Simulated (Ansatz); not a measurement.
Mulliken charges of C$_{2}$H$_{3}$FN$_{2}$S (`N=CN=C(F)S`) from r2SCAN/def2-TZVPP in Ansatz (PBE0-D4/def2-TZVP geometry).

```
atom   x (Å)   y (Å)   z (Å)  charge (e)
  N1   1.502  -1.849   0.058      -0.299
  C2   0.688  -1.022  -0.439       0.134
  N3   0.090   0.006   0.301      -0.283
  C4  -0.708   0.806  -0.240       0.293
  F5  -1.061   0.770  -1.531      -0.167
  S6  -1.526   2.125   0.544      -0.040
  H7   1.638  -1.642   1.049       0.151
  H8   0.431  -1.104  -1.496       0.081
  H9  -0.967   1.864   1.735       0.129
```

Problem. By hand: the dipole of these point charges (1 e Å = 4.8032 D).

Solution. Σ q r = (-0.194, 0.340, 0.263) e Å, of length 0.472 e Å = 2.27 D.

Problem. How does the dipole of the full density compare? (An estimate is asked.)

Solution. The calculation gave: (-0.321, 0.492, 0.242) e Å, 3.05 D; the point charges give 0.74 times that, at 12° from its direction.

Point charges leave out the atoms' own dipoles, such as those of lone pairs, and Mulliken's split depends on the basis, so the two needn't agree.
